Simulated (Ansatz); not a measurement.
Worked example: C–SiH–Cl⁺, doublet against C–SiH–Cl, triplet

Geometry (PBE0/def2-TZVP stationary point of a triplet), kept for both states (C–SiH–Cl, triplet: A''; C–SiH–Cl⁺, doublet: A''):

```xyz
4

C     0.0000   -0.6614    2.1374
Si    0.0000    0.4102    0.6768
Cl    0.0000   -0.1549   -1.2791
H     0.0000    1.8982    0.6640
```

Basis cc-pVDZ; Ansatz 0.2.0. Only valence electrons are correlated (noble-gas cores frozen). Prefix R: restricted or restricted open-shell reference; prefix U: unrestricted.

Full CI isn't at hand for all of this; UCCSDT(Q) serves as the reference, and is uncertain by about the last step of the cluster series.

Unrestricted rows (U, and Kohn–Sham where it breaks symmetry) aren't spin-pure: their determinants' ⟨S²⟩ exceeds S(S+1) by up to 0.71, so they mix in states of higher spin. Coupled cluster chose its determinant by trial CCSD, here up to 0.12 eV above the lowest Hartree–Fock solution of its kind, and MP2 stands on that determinant too.

| level | E(C–SiH–Cl, triplet) (hartree) | E(C–SiH–Cl⁺, doublet) (hartree) |
| --- | --- | --- |
| UMP2 | -787.047193 | -786.715850 |
| UCCSD(T) | -787.099645 | -786.774467 |
| PBE | -787.842315 | -787.505461 |
| PBE0 | -787.909046 | -787.571769 |
| UCCSDT(Q) | -787.102434 | -786.774404 |

Q: Give the vertical gap, C–SiH–Cl⁺ doublet less C–SiH–Cl triplet, at each level in eV (1 hartree = 27.2114 eV), and each error against UCCSDT(Q).

A: UCCSDT(Q): (-786.774404 − (-787.102434)) × 27.2114 = 8.926 eV (the reference)
PBE0: (-787.571769 − (-787.909046)) × 27.2114 = 9.178 eV, error 0.252 eV
PBE: (-787.505461 − (-787.842315)) × 27.2114 = 9.166 eV, error 0.240 eV
UCCSD(T): (-786.774467 − (-787.099645)) × 27.2114 = 8.849 eV, error -0.077 eV
UMP2: (-786.715850 − (-787.047193)) × 27.2114 = 9.016 eV, error 0.090 eV

Total energies of functionals can't be set beside those of wave-function methods, since they hold the core's correlation and their own absolute errors; only the differences compare.

In so small a basis the reference is far from its limit while semilocal and hybrid functionals are nearer theirs, so the functionals' errors here hold much of the reference's basis and frozen-core error, which can add to them or hide them.

Each level lands on the state that its own search finds. T1 diagnostics of restricted CCSD: 0.020 and 0.023.
